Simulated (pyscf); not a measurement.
Multi-bond step: O=SiH–OH (SMILES O=[SiH]O) + HCl (SMILES Cl) → O=Si=O (SMILES O=[Si]=O) + H₂ (SMILES [H][H]) + HCl (SMILES Cl)

Gas phase, singlet surface, charge 0. Bonds broken: Si2–H7, O3–H5, H4–Cl6. Bonds formed: H4–H7, H5–Cl6. PySCF, gas phase, ωB97X-D3(BJ)/def2-SVP geometries.

Transition state (Å):

```xyz
7

O      2.2035    -1.2906    -0.3184
Si     1.0972    -0.3120     0.0198
O      0.4645     1.0683     0.3182
H     -0.8659    -0.9417     0.3169
H     -0.8399     0.9821     0.5580
Cl    -2.1605     0.4110     0.7389
H     -0.2369    -1.4793     0.1270
```

One imaginary mode, 798i cm⁻¹; descent along it reached the two sides named, in the forms told below.

| bond | change | reactant side (Å) | saddle | product side |
|---|---|---|---|---|
| Si2–H7 | breaks | 1.485 | 1.776 | 2.176 |
| O3–H5 | breaks | 0.969 | 1.329 | 1.820 |
| H4–Cl6 | breaks | 1.286 | 1.919 | 2.7 |
| H4–H7 | forms | 2.8 | 0.849 | 0.772 |
| H5–Cl6 | forms | 2.385 | 1.450 | 1.304 |

Electronic energies relative to the separated reactants (kcal/mol):

| level | barrier | reaction energy | reverse barrier |
|---|---|---|---|
| ωB97X-D3(BJ)/def2-TZVP | 49.7 | +52.9 | -3.2 |
| PBE/def2-TZVP | 37.5 | +45.3 | -7.7 |
| r²SCAN/def2-TZVP | 41.0 | +48.7 | -7.7 |
| B3LYP-D3(BJ)/def2-TZVP | 44.7 | +49.0 | -4.2 |
| PBE0-D3(BJ)/def2-TZVP | 44.5 | +53.0 | -8.5 |
| M06-2X/def2-TZVP | 49.8 | +52.5 | -2.8 |
| ωB97M-D3(BJ)/def2-TZVP | 49.7 | +51.1 | -1.4 |
| HF/def2-TZVP | 73.8 | +60.0 | 13.8 |

With ωB97M-D3(BJ)/def2-TZVP energies and thermal terms (ideal gas, 1 atm, RRHO with modes under 100 cm⁻¹ raised to 100, one conformer, R ln 2 for chiral ones without a mode under 150 cm⁻¹), in kcal/mol:

```tsv
T (K)	ΔH‡	ΔG‡	ΔH	ΔG
298	46.3	56.1	+47.0	+40.3
600	46.3	66.1	+47.7	+33.1
900	46.8	75.9	+47.8	+25.8
1200	47.5	85.5	+47.6	+18.4
```

On the product side the descent ends in a bound adduct, 8.8 kcal/mol under the separated species and 5.6 kcal/mol under the saddle at ωB97X-D3(BJ)/def2-TZVP. At ωB97X-D3(BJ)/def2-TZVP, PBE, r²SCAN, B3LYP-D3(BJ), PBE0-D3(BJ), M06-2X, ωB97M-D3(BJ) the saddle lies under the separated products, which points to a path from their complex (located at ωB97X-D3(BJ) alone), and parting the products costs more than the saddle. The same reactants have a lower exit, to O=SiH–Cl + H₂O (highest point, the separated products, at +7.1 kcal/mol at ωB97M-D3(BJ)/def2-TZVP, against +49.7 kcal/mol here). O=SiH–OH lies 9.8 kcal/mol over its isomer HO–Si:–OH [singlet] (electronic energy, ωB97M-D3(BJ)/def2-TZVP). This is the saddle that the search found; another between the same sides may lie lower.
